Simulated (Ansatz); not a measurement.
SiCl, doublet: the ladder up to UCCSDT(Q)

Geometry: a PBE0/def2-TZVP stationary point for this spin.

```xyz
2

Si    0.0000    0.0000    0.0000
Cl    0.0000    0.0000    2.0671
```

Basis cc-pVDZ; Ansatz 0.2.0. Only valence electrons are correlated (noble-gas cores frozen), which leaves 11 electrons in 26 orbitals. R marks a restricted (for open shells ROHF) determinant, U an unrestricted one. Active spaces: valence = (11e, 8o) chosen from the atoms' valence shells.

Full CI isn't at hand for all of this; UCCSDT(Q) serves as the reference, and is uncertain by the last step of the cluster series or more. The frozen core follows each run's orbitals, which can shift R against U totals by a few meV.

For open shells CISD is restricted-active-space CI with the open shells as a complete middle space.

```
UHF ⟨S²⟩                          : 0.769
T1 diagnostic (RCCSD)             : 0.0196
largest doubles amplitude (RCCSD) : 0.080
T1 diagnostic (UCCSD)             : 0.0176
```

```csv
level,E − E(UCCSDT(Q)) (kJ/mol),share of correlation (%),wall time
RHF,607.3,0.00,–
UHF,595.7,1.91,–
RMP2,88.5,85.43,–
UMP2,89.9,85.19,–
CISD,63.4,89.57,1.4 s
RCCSD,18.6,96.93,–
UCCSD,18.4,96.98,–
RCCSD(T),3.3,99.45,0.87 s
UCCSD(T),3.4,99.45,0.84 s
BCCD(T),3.3,99.46,1 s
RCCSDT,1.3,99.78,–
UCCSDT,1.3,99.78,–
RCCSDT(Q),0.2,99.97,8.5 s
CASSCF (valence space),522.2,14.02,–
NEVPT2 (valence space),112.9,81.41,1.8 s
MRCISD (valence space),43.8,92.78,–
MRCISD+Q (valence space),2.4,99.60,2.7 s
```

The correlation energy at UCCSDT(Q), counted from RHF, is -6.294 eV. That run took 7.5 s on 1 thread of Arm Neoverse V1, shared host.

Times hold each run's SCF and search for its determinant on a shared host, so for small cases they say little of a method's own cost; they ran on 1 thread of Arm Neoverse V1.

Natural occupations of CASSCF (valence space) about the gap: 1.997 1.993 1.984 1.946 1.003 0.057 0.021; effectively unpaired electrons, Σ n²(2−n)², 1.03.

Atomization energy (electronic, same basis, no zero-point term; atoms at the same level, unrestricted beside the R rows where the molecule is a closed shell, with restricted open-shell steps beyond CCSDT(Q)) at UCCSDT(Q): 359.8 kJ/mol. Errors of other levels:

```json
{"level": "RHF", "error (kJ/mol)": "-79.2"}
{"level": "UHF", "error (kJ/mol)": "-87.6"}
{"level": "RMP2", "error (kJ/mol)": "12.5"}
{"level": "UMP2", "error (kJ/mol)": "11.9"}
{"level": "CISD", "error (kJ/mol)": "-44.0"}
{"level": "RCCSD", "error (kJ/mol)": "-10.4"}
{"level": "UCCSD", "error (kJ/mol)": "-10.7"}
{"level": "RCCSD(T)", "error (kJ/mol)": "-1.2"}
{"level": "UCCSD(T)", "error (kJ/mol)": "-1.3"}
{"level": "BCCD(T)", "error (kJ/mol)": "-1.1"}
{"level": "RCCSDT", "error (kJ/mol)": "-0.8"}
{"level": "UCCSDT", "error (kJ/mol)": "-0.9"}
{"level": "RCCSDT(Q)", "error (kJ/mol)": "-0.1"}
{"level": "CASSCF (valence space)", "error (kJ/mol)": "-28.8"}
{"level": "NEVPT2 (valence space)", "error (kJ/mol)": "7.5"}
{"level": "MRCISD (valence space)", "error (kJ/mol)": "-26.2"}
{"level": "MRCISD+Q (valence space)", "error (kJ/mol)": "-9.0"}
```

This basis is far from its limit, so the value isn't to be set against a measured one. Truncated CI isn't size-consistent, which counts against it in atomization.
